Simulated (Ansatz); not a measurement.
How far each method lies from UCCSDT(Q) for HB–Al–O, quartet

Geometry: that of the HB–Al–O, doublet, kept fixed.

```xyz
4

B     0.0000    0.0000    1.1190
Al    0.0000    0.0000   -0.9104
O     0.0000    0.0000   -2.5093
H     0.0000    0.0000    2.3007
```

Basis cc-pVDZ; Ansatz 0.2.0. Correlated methods freeze the noble-gas cores, which leaves 13 electrons in 44 orbitals. R marks a restricted (for open shells ROHF) determinant, U an unrestricted one.

Full CI isn't at hand for all of this; UCCSDT(Q) serves as the reference, and is uncertain by about the last step of the cluster series. The frozen core follows each run's orbitals, which can shift R against U totals by a few meV.

For open shells CISD is restricted-active-space CI with the open shells as a complete middle space.

The UHF ⟨S²⟩ is 3.769 and the T1 diagnostic (RCCSD) is 0.0207. The largest doubles amplitude (RCCSD) is 0.067 and the T1 diagnostic (UCCSD) is 0.0167.

```csv
level,E − E(RHF) (eV)
UHF,-0.1864
RMP2,-6.8863
UMP2,-6.8818
RCCSD,-7.7904
UCCSD,-7.7942
RCCSD(T),-7.9947
UCCSD(T),-7.9950
```

(1) Estimate how far UCCSDT(Q) in cc-pVDZ lies from RCCSD(T). The table doesn't fix it; the size of (T) and the diagnostics are the guide.

(1) UCCSDT(Q) in cc-pVDZ lies 64 meV below RCCSD(T), which is 31 % of the (T) step (-204 meV). The diagnostics give no warning, yet the rest is a sizeable part of (T). The miss exceeds 1 kcal/mol.

The other levels:

| level | E − E(UCCSDT(Q)) (meV) | share of correlation (%) | wall time |
| --- | --- | --- | --- |
| CISD | 919 | 88.59 | 11 s |
| BCCD(T) | 64 | 99.21 | 6 s |
| RCCSDT | 21 | 99.74 | – |
| UCCSDT | 20 | 99.75 | – |
| RCCSDT(Q) | 2 | 99.97 | 45 s |

The correlation energy at UCCSDT(Q), counted from RHF, is -8.059 eV. That run took 38 s on 1 thread of AMD EPYC 9R45, shared host.

Times hold each run's SCF and search for its determinant on a shared host, so for small cases they say little of a method's own cost; they ran on 1 thread of AMD EPYC 9R45.
